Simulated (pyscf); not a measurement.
HO–GaH₂ + NH₃ → H₂O + H₂N–GaH₂, a four-centre exchange (singlet surface; Ga–O, H–N broken, H–O, Ga–N formed). Structures and frequencies: ωB97X-D3(BJ)/def2-SVP in PySCF. Correlated levels are frozen-core, on RHF or UHF. ΔMP2 is the change of the MP2 total energy from the triple- to the quadruple-zeta basis. Energies in kcal/mol from the separated reactants.

Small-basis levels: PySCF, no dispersion term, spherical d functions. 

Task: In single points HF/3-21G puts the saddle at -21.5 kcal/mol and the reaction energy at +3.5 kcal/mol. Should these be trusted to within a few kcal/mol? Compare with CCSD(T)/def2-TZVPP + ΔMP2(QZVPP).

Result: CCSD(T)/def2-TZVPP + ΔMP2(QZVPP) gives ΔE‡ = -4.1 kcal/mol and ΔE = +3.2 kcal/mol. HF/3-21G lies 17.5 kcal/mol under it in the barrier and 0.2 kcal/mol over it in the reaction energy, so on this step it does not hold to within 3.0 kcal/mol. CCSD(T)/def2-TZVPP + ΔMP2(QZVPP) has limits of its own. On the reactant side the descent ends in an adduct with a Ga–N contact, 23.3 kcal/mol under the separated species and 17.7 kcal/mol under the saddle at ωB97X-D3(BJ)/def2-TZVP. On the product side the descent ends in an adduct with a Ga–O contact, 14.0 kcal/mol under the separated species and 4.0 kcal/mol under the saddle at ωB97X-D3(BJ)/def2-TZVP. At CCSD(T) the saddle lies under the separated reactants, which points to a path from their complex (located at ωB97X-D3(BJ) alone). At CCSD(T) the saddle lies under the separated products, which points to a path from their complex (located at ωB97X-D3(BJ) alone), and parting the products costs more than the saddle. What is counted as formed (Ga–N) is already present as a longer contact in the reactant adduct; forming that adduct is a step of its own. What is counted as broken (Ga–O) persists as a longer contact in the product adduct; parting that adduct is a step of its own. One saddle was located; it need not be the lowest between these sides. The CCSD(T) − MP2 part came from Ansatz, without density fitting, on the same reference. The frozen core leaves the outer d or s,p core shells of the metals and heavy elements correlated in the MP2 and CC values, and def2-TZVPP describes them poorly, which can shift differences by a few kcal/mol. In the def2 sets elements up to Kr have no core potential.
